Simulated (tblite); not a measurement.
Compound: C₂H₃N₂P.
Numbering: `[cH:1]1[n:2][nH:3][cH:4][p:5]1` (hydrogens: H6 on C1; H7 on N3; H8 on C4)

Computed with GFN2-xTB (tblite), gas phase: L-BFGS steps from a force-field or distance-geometry start until the largest atomic force falls under 0.01 eV/Å.

Step 0: E = -384.1150 eV
```
atom  x, y, z in Å  |  force x, y, z in eV/Å
C1      1.4364   -0.1492   -0.1086   -3.400  -1.046   0.188
N2      0.6831    0.9386   -0.0315    3.090   0.589  -0.133
N3     -0.5828    0.7626    0.0673   -2.056   1.758   0.105
C4     -1.0172   -0.4735    0.0470    0.205  -3.225  -0.005
P5      0.2752   -1.6593   -0.0653    1.043   2.343  -0.050
H6      2.5134   -0.1619   -0.1883   -0.518   0.235   0.040
H7     -1.2678    1.5966    0.1338    1.634  -1.334  -0.148
H8     -2.0311   -0.8444    0.1209    0.002   0.681   0.003
```

Step 1: E = -384.4840 eV
```
atom  x, y, z in Å  |  force x, y, z in eV/Å
C1      1.3878   -0.1640   -0.1059   -0.449  -0.817  -0.012
N2      0.7271    0.9470   -0.0334   -0.715   0.820   0.143
N3     -0.6123    0.7877    0.0688    1.082  -1.276  -0.208
C4     -1.0142   -0.5197    0.0469    0.628   0.308   0.061
P5      0.2902   -1.6258   -0.0660    0.884   0.669  -0.073
H6      2.5060   -0.1584   -0.1877   -1.485   0.042   0.108
H7     -1.2446    1.5774    0.1317    0.416  -0.051  -0.039
H8     -2.0310   -0.8348    0.1209   -0.360   0.305   0.021
```

Step 2: E = -384.5782 eV
```
atom  x, y, z in Å  |  force x, y, z in eV/Å
C1      1.3730   -0.1782   -0.1056   -0.173   0.246   0.001
N2      0.7247    0.9601   -0.0317   -0.469  -0.078   0.085
N3     -0.6021    0.7740    0.0661    0.599  -0.427  -0.129
C4     -1.0048   -0.5233    0.0477   -0.010   0.312   0.087
P5      0.3053   -1.6105   -0.0671    0.798  -0.093  -0.082
H6      2.4837   -0.1572   -0.1861   -1.246  -0.040   0.089
H7     -1.2346    1.5734    0.1308    0.485  -0.280  -0.047
H8     -2.0361   -0.8288    0.1212    0.015   0.360  -0.004
```

Q: Estimate the geometry and energy of step 3. (The exact step hangs on the optimiser's Hessian estimate; all steps are aligned on step 2, rigid shifts and turns removed.)

A: E = -384.6482 eV, largest force 0.685 eV/Å
```
atom  x, y, z in Å  |  force x, y, z in eV/Å
C1      1.3537   -0.1815   -0.1050    0.201   0.655   0.000
N2      0.7179    0.9662   -0.0289   -0.141  -0.172   0.023
N3     -0.5857    0.7595    0.0616   -0.203   0.117  -0.012
C4     -0.9997   -0.5240    0.0504    0.083  -0.071   0.033
P5      0.3358   -1.6000   -0.0699    0.010  -0.586  -0.032
H6      2.4391   -0.1571   -0.1829   -0.443  -0.042   0.031
H7     -1.2136    1.5613    0.1288    0.333  -0.228  -0.033
H8     -2.0384   -0.8150    0.1213    0.160   0.328  -0.010
```

The energy changes by -0.0700 eV. The first-order estimate −F·Δx gives -0.1201 eV and the mean of the old and new forces, exact on a quadratic surface, -0.0688 eV. The step makes an angle of 25° with the force vector and moves no atom by more than 0.045 Å.

Hardware: one thread, x86-64 server, on a shared host.
